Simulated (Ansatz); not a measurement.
# CH3Cl: the cost of one run

Program: Ansatz 0.2.0 through its Python package. Level of theory: B3LYP/cc-pVDZ. These are calculated values, not measurements.

## (1) Starting point

Bond lengths: H1–C2 1.092 Å, C2–Cl3 1.767 Å, C2–H4 1.092 Å, C2–H5 1.092 Å. Angles: H1–C2–Cl3 109.1°, H1–C2–H4 109.9°, H1–C2–H5 109.9°, Cl3–C2–H4 109.1°, Cl3–C2–H5 109.1°, H4–C2–H5 109.9°.

No structure file is read: the coordinates are typed or built in the script.

## (2) Script

Contents of opt.py:

```python
import itertools

import ansatz as az
from ase.data import atomic_numbers, covalent_radii
import numpy as np
from rdkit import Chem
from rdkit.Chem import AllChem

rd = Chem.AddHs(Chem.MolFromSmiles('[2H]C[35Cl]'))
AllChem.EmbedMolecule(rd, randomSeed=696)
AllChem.UFFOptimizeMolecule(rd)
ch3cl = az.Crystal.molecule()
for atom, xyz in zip(rd.GetAtoms(), rd.GetConformer().GetPositions()):
    ch3cl = ch3cl.atom(atom.GetSymbol(), xyz.round(5).tolist())

setup = (
    ch3cl.calculation()
    .basis(gaussian='cc-pVDZ')
    .functional('b3lyp')
)
symbols = [site.symbol for site in ch3cl.cartesian_sites]
start = np.array([site.position_ang for site in ch3cl.cartesian_sites], dtype=float)
rep = setup.relax(force_tolerance=0.005).run(threads=1, pin='off').report
end = np.array(rep['positions_ang'])

print('reference energy %16.6f eV' % rep['reference_energy_ev'])
print('total energy     %16.6f eV' % rep['free_energy_ev'])
print('occupied orbitals outside the frozen core (up, down):', rep['n_occupied'], ' frozen:', rep['n_frozen'], ' virtual:', rep['n_virtual'])

radius = [covalent_radii[atomic_numbers[s]] for s in symbols]
span = lambda where, i, j: np.linalg.norm(where[i] - where[j])
bonded = [(i, j) for i, j in itertools.combinations(range(len(symbols)), 2) if min(span(start, i, j), span(end, i, j)) < 1.2 * (radius[i] + radius[j])]
print('pair        before    after (A)')
for i, j in bonded:
    print(f'{symbols[i]}{i}-{symbols[j]}{j}'.ljust(10), f'{span(start, i, j):8.4f} {span(end, i, j):8.4f}')
for first, second in list(itertools.combinations(bonded, 2)):
    shared = set(first) & set(second)
    if shared and symbols[(j := shared.pop())] != 'H':
        i, k = sorted((set(first) | set(second)) - {j})
        u, v = end[i] - end[j], end[k] - end[j]
        angle = np.degrees(np.arccos(np.clip(u @ v / np.linalg.norm(u) / np.linalg.norm(v), -1, 1)))
        print(f'final angle {symbols[i]}{i}-{symbols[j]}{j}-{symbols[k]}{k}: {angle:.2f} deg')
```

## (3) The input behind the calls

The package turns the script's settings into the engine's input:

```yaml
crystal:
  periodic: [false, false, false]
  atoms:
    - { symbol: H, position_ang: [-0.47584, -0.81419, -0.67691] }
    - { symbol: C, position_ang: [-0.13339, -0.00837, 0.00437] }
    - { symbol: Cl, position_ang: [1.64016, 0.10296, -0.05374] }
    - { symbol: H, position_ang: [-0.45572, -0.23842, 1.04069] }
    - { symbol: H, position_ang: [-0.57521, 0.95803, -0.31441] }
basis:
  gaussian:
    orbitals: cc-pVDZ
hamiltonian:
  xc: b3lyp
relax:
  f_tol: 0.005
```

## (4) Launch

Launch:

```
$ python opt.py
```

What time and memory should one allow on 1 thread of Arm Neoverse V2, shared host?

About 5.3 s, with a peak of 0.22 GiB.
